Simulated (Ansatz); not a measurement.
A made-up structure of MgBH$_{3}$, singlet:

| atom | x (Å) | y (Å) | z (Å) |
| --- | --- | --- | --- |
| B1 | -0.0120 | -1.0468 | 0.3664 |
| Mg2 | 0.0148 | 1.3681 | -0.4797 |
| H3 | 0.8570 | -1.5268 | 1.2782 |
| H4 | -0.8959 | -1.9746 | -0.0514 |
| H5 | 0.0361 | 3.1802 | -1.1136 |

It is relaxed with PBE-D4/def2-SVP and then PBE0-D4/def2-TZVP (Ansatz 0.2.0). Atoms count as bonded within 1.22 times the sum of their covalent radii (H–H: 0.88 Å). The end point is not checked to be a true minimum.

Question: Does its bonding change? (A judgement: the text doesn't fix the answer.)

Answer: Computed: No: no bond forms or breaks.

Where it ends: The first stage lowers the energy by 0.57 eV in 5 steps. It ends as MgBH₃ ([BH2][MgH]):
```xyz
5
angstrom
B -0.0105 -0.9345 0.3274
Mg 0.0136 1.2215 -0.4280
H 0.7651 -1.3638 1.1414
H -0.8000 -1.7625 -0.0461
H 0.0317 2.8392 -0.9946
```

Labels in which every atom is bracketed show which atoms are joined, not bond orders.

For scale, one of the runs: PBE0-D4/def2-TZVP relaxation, 81 basis functions, launched by `ansatz run in.yaml --threads 2 --pin off --events-out ev --progress --plain --max-ram 4352MiB`. Hardware: 2 CPU threads of an Arm Neoverse V2, shared host. Wall time about 3.3 s.
